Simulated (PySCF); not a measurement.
## Partners of hydrogen sulfide

Gas-phase complexes of hydrogen sulfide, each in one structure from a short search with a few starts, optimised by PBE0-D3(BJ)/def2-SVPD or PBE0-D3(BJ)/def2-TZVPD; other ways of binding may lie lower. Energies in kcal/mol, wB97M-D3(BJ)/def2-TZVPD, counterpoise-corrected (PySCF): interaction is complex less parts frozen as they stand in it, binding adds what it costs to deform them. Contacts are written partner···hydrogen sulfide; electrostatic, Pauli and orbital are terms of the uncorrected same energy, whose rest is dispersion or correlation.

Frequency runs check only 3 of the 6 structures; these show no clear imaginary mode. 1 further partner within 0.25 kcal/mol of a listed one is not ranked.

(1) Order these partners of hydrogen sulfide by binding energy, strongest first: dimethyl ether, methylamine, aluminium trichloride, carbon disulfide, carbon monoxide, arsenic trifluoride.

Answers

(1) aluminium trichloride (-17.7), methylamine (-3.8), arsenic trifluoride (-3.4), dimethyl ether (-3.1), carbon disulfide (-1.1), carbon monoxide (-0.8).
```csv
partner,contact,distance (Å),binding,interaction,electrostatic,Pauli,orbital
aluminium trichloride,Al···S,2.47,-17.7,-23.0,-39.0,50.4,-32.0
methylamine,N···H,2.02,-3.8,-4.1,-10.2,13.3,-5.9
arsenic trifluoride,As···S,3.24,-3.4,-4.0,-11.0,13.1,-4.8
dimethyl ether,O···H,2.00,-3.1,-3.1,-7.2,8.8,-3.4
carbon disulfide,S···S,3.87,-1.1,-1.1,-1.0,1.3,-0.3
carbon monoxide,C···H,2.72,-0.8,-0.8,-1.2,1.3,-0.4
```
